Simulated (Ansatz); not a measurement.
hcp Zn was calculated with r²SCAN (plane waves, PAW; Ansatz, a quantum-chemistry and plane-wave program).

Settings: plane-wave cutoff 560 eV, 24×24×12 k mesh (along the axes of the cell as run), Fermi–Dirac smearing 0.05 eV, scalar-relativistic PAW data made under PBE.

The cell is scaled about its equilibrium volume:

Shape and atoms are relaxed at each volume.

```json
[
 {"V (Å³/atom)": "13.891", "P (GPa)": "3.53", "c (Å)": "4.802", "a (Å)": "2.585"},
 {"V (Å³/atom)": "14.181", "P (GPa)": "1.64", "c (Å)": "4.862", "a (Å)": "2.595"},
 {"V (Å³/atom)": "14.470", "P (GPa)": "-0.01", "c (Å)": "4.924", "a (Å)": "2.605"},
 {"V (Å³/atom)": "14.760", "P (GPa)": "-1.42", "c (Å)": "4.989", "a (Å)": "2.614"},
 {"V (Å³/atom)": "15.049", "P (GPa)": "-2.55", "c (Å)": "5.065", "a (Å)": "2.619"}
]
```

Note: the bulk modulus comes from volumes at which shape and atoms were relaxed.
